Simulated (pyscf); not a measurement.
`[OH][SiH3]` → `[O]=[SiH2]` + `[H][H]` (elimination; singlet surface; H–O, H–Si broken, H–H formed). Single points on ωB97X-D3(BJ)/def2-SVP structures (PySCF, gas phase). Energies in kcal/mol from the reactant's lowest minimum found.

```
level                   barrier  reaction energy
----------------------  -------  ---------------
ωB97X-D3(BJ)/def2-TZVP     69.5            +51.0
PBE/def2-TZVP                 ?                ?
r²SCAN/def2-TZVP           64.2            +48.1
PBE0-D3(BJ)/def2-TZVP         ?            +51.6
ωB97M-D3(BJ)/def2-TZVP     68.3            +49.1
HF/def2-TZVP               83.6            +57.1
```

Q: What belongs in the gaps?

A: 
- PBE/def2-TZVP, barrier: 60.4
- PBE/def2-TZVP, reaction energy: +44.6
- PBE0-D3(BJ)/def2-TZVP, barrier: 66.6

The functionals in the table span 9.1 kcal/mol in this barrier, from PBE to ωB97X-D3(BJ)/def2-TZVP. At the saddle there is also a short H–Si contact that neither side keeps. One saddle was located; it need not be the lowest between these sides.
